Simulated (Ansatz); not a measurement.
in.yaml

```yaml
crystal:
  periodic: [false, false, false]
  atoms:
    - {symbol: B, position_ang: [0.000000, 0.000000, 0.826501]}
    - {symbol: C, position_ang: [0.000000, 0.000000, -0.555344]}
    - {symbol: H, position_ang: [0.000000, -0.925158, -1.123694]}
    - {symbol: H, position_ang: [0.000000, 0.925158, -1.123694]}
basis:
  gaussian: {orbitals: cc-pVTZ}
total_charge: 1
magnetization: {spin_polarized: false, initial_magnetization: 2}
correlation: {method: ccsdt_q, electrons: outside_noble_gas}
```

```sh
$ ansatz run in.yaml --threads 2 --pin off --events-out ev --progress --plain --max-ram 15360MiB --backend cuda --devices 0, --max-vram 18GiB
```

Roughly how long does this take on 2 threads of AMD EPYC 7R13 with a shared H100 80 GB, shared host, and how much host memory?

7 s wall and 0.9 GiB.

```
1099 factors; integrals over basis functions are off by at most 1.8e-7 eV
mean field evaluation 1: about -1719.7697 eV, gradient 2.9e1 eV
mean field evaluation 2: about -1719.7707 eV, gradient 2.9e1 eV
mean field evaluation 4: about -1722.5870 eV, gradient 2.4e0 eV
mean field evaluation 8: about -1722.6576 eV, gradient 1.5e-1 eV
mean field evaluation 16: about -1722.6506 eV, gradient 6.1e-1 eV
mean field -1722.65787564 eV, -63.3065092703 hartree, gradient 3.4e-6 eV, S^2 2.000000; 0 other end points of the search recorded, 0 dependent functions left out
mean field evaluation 32: about -1719.5543 eV, gradient 2.4e1 eV
2 core orbitals not correlated: weight in the atoms' cores, before any rotation towards them, 1.000 or more for the frozen orbitals, at most 0.000 for the correlated occupied ones
reference -1722.65787564 eV, -63.3065092703 hartree; 5, 3 occupied and 81, 83 virtual orbitals, 1099 factors
second order -4.72708850 eV of doubles, -0.04723431 eV of singles
cycle   1  -5.21290733 eV  change   -4.4e-1 eV  update   5.9e-2
cycle   2  -5.52737769 eV  change   -3.1e-1 eV  update   2.7e-2
cycle   3  -5.62586386 eV  change   -9.8e-2 eV  update   1.5e-2
cycle   4  -5.60587170 eV  change    2.0e-2 eV  update   6.5e-3
cycle   5  -5.60771236 eV  change   -1.8e-3 eV  update   3.6e-3
cycle   6  -5.61220307 eV  change   -4.5e-3 eV  update   1.2e-3
cycle   7  -5.61119203 eV  change    1.0e-3 eV  update   5.3e-4
cycle   8  -5.61072164 eV  change    4.7e-4 eV  update   2.0e-4
cycle   9  -5.61101385 eV  change   -2.9e-4 eV  update   8.1e-5
cycle  10  -5.61095963 eV  change    5.4e-5 eV  update   3.1e-5
cycle  11  -5.61096531 eV  change   -5.7e-6 eV  update   1.7e-5
cycle  12  -5.61098026 eV  change   -1.5e-5 eV  update   8.0e-6
cycle  13  -5.61098400 eV  change   -3.7e-6 eV  update   4.2e-6
cycle  14  -5.61098910 eV  change   -5.1e-6 eV  update   1.7e-6
cycle  15  -5.61098890 eV  change    2.0e-7 eV  update   7.2e-7
cycle  16  -5.61098829 eV  change    6.1e-7 eV  update   3.3e-7
perturbative correction -0.00648318 eV, -0.0002382524 hartree
Total energy: -1728.27534710 eV, -63.5129475389 hartree
```

For the same geometry and basis UCCSDT(Q) lies 1.1 meV lower.
